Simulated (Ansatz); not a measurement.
**C4H6ClF: up Jacob's ladder to CCSD(T)**

An exercise on one series of results from a longer session: the logs are not shown, and one member is left open.

Program: Ansatz 0.2.0, Gaussian basis. Level of theory: functionals in def2-TZVPP, the program's frozen cores in correlated methods. These are calculated values, not measurements.

Levels to be run: PBE-D4, r2SCAN-D4, PBE0-D4, B3LYP-D4, ωB97X-V, ωB97M-V, B2PLYP; CCSD(T)/def2-TZVPP; MP2/def2-QZVPP; extrapolation to the limit.

## The geometry

An earlier PBE0-D4 in a triple-zeta def2 set relaxation fixed the geometry.

SMILES `FC1(Cl)CCC1`, 12 atoms, charge 0, spin multiplicity 1.

Atoms are counted from 1 here; the program's logs count them from 0.

Bond lengths: F1–C2 1.366 Å, C2–Cl3 1.774 Å, C2–C4 1.526 Å, C2–C6 1.526 Å, C4–C5 1.546 Å, C4–H7 1.089 Å, C4–H8 1.089 Å, C5–C6 1.546 Å, C5–H9 1.089 Å, C5–H10 1.090 Å, C6–H11 1.089 Å, C6–H12 1.089 Å. Angles: F1–C2–Cl3 107.6°, F1–C2–C4 110.9°, F1–C2–C6 110.9°, Cl3–C2–C4 118.1°, Cl3–C2–C6 118.1°, C4–C2–C6 90.5°, C2–C4–C5 87.6°, C2–C4–H7 115.0°, C2–C4–H8 111.3°, C5–C4–H7 118.8°, C5–C4–H8 112.5°, H7–C4–H8 109.9°, C4–C5–C6 89.1°, C4–C5–H9 116.5°, C4–C5–H10 112.2°, C6–C5–H9 116.5°, C6–C5–H10 112.2°, H9–C5–H10 109.2° and more.

Set-up of the first run:

in.yaml reads:

```yaml
crystal:
  periodic: [false, false, false]
  atoms:
    - {symbol: F, position_ang: [1.200270, -0.785102, 1.410180]}
    - {symbol: C, position_ang: [0.240927, -0.870138, 0.441450]}
    - {symbol: Cl, position_ang: [-0.250701, -2.570416, 0.322147]}
    - {symbol: C, position_ang: [0.690461, -0.159998, -0.832795]}
    - {symbol: C, position_ang: [-0.081187, 1.083452, -0.335105]}
    - {symbol: C, position_ang: [-0.845791, 0.179585, 0.658724]}
    - {symbol: H, position_ang: [1.769501, -0.089889, -0.965428]}
    - {symbol: H, position_ang: [0.235816, -0.607237, -1.715685]}
    - {symbol: H, position_ang: [-0.682682, 1.610065, -1.074530]}
    - {symbol: H, position_ang: [0.568443, 1.796426, 0.171693]}
    - {symbol: H, position_ang: [-0.964173, 0.514385, 1.688641]}
    - {symbol: H, position_ang: [-1.803982, -0.156334, 0.264709]}
basis:
  gaussian: {orbitals: def2-TZVPP}
hamiltonian: {xc: pbe, dispersion: d4}
output: {forces: true, orbitals: {seedname: orbitals}}
```

On the command line:

```bash
$ ansatz run in.yaml --threads 4 --pin off --events-out ev --progress --plain --max-ram 10444MiB
```

Steps of the session up to this table: PBE-D4 (GGA); r2SCAN-D4 (meta-GGA); PBE0-D4 (hybrid); B3LYP-D4 (hybrid); ωB97X-V (range-separated); ωB97M-V (range-separated); B2PLYP (double hybrid); CCSD(T) in def2-TZVPP; MP2 in def2-QZVPP.

One table of the session follows, with a row left open; its other results are not shown here.

It belongs to the step «Atomisation energies». 

```
            method  atomisation energy (kcal/mol)
            PBE-D4                         1180.2
         r2SCAN-D4                         1150.2
           PBE0-D4                         1158.8
          B3LYP-D4                         1140.0
           ωB97X-V                         1148.5
           ωB97M-V                         1149.6
            B2PLYP                         1130.4
     HF/def2-TZVPP                          835.2
    MP2/def2-TZVPP                         1141.4
   CCSD/def2-TZVPP                              ?
CCSD(T)/def2-TZVPP                         1115.5
           MP2/CBS                         1168.7
       CCSD(T)/CBS                         1142.8
```

Estimate the missing values for CCSD/def2-TZVPP.

The run gave: atomisation energy (kcal/mol): 1096.6. In the column «atomisation energy (kcal/mol)» it lies between HF/def2-TZVPP (835.2) and CCSD(T)/def2-TZVPP (1115.5).
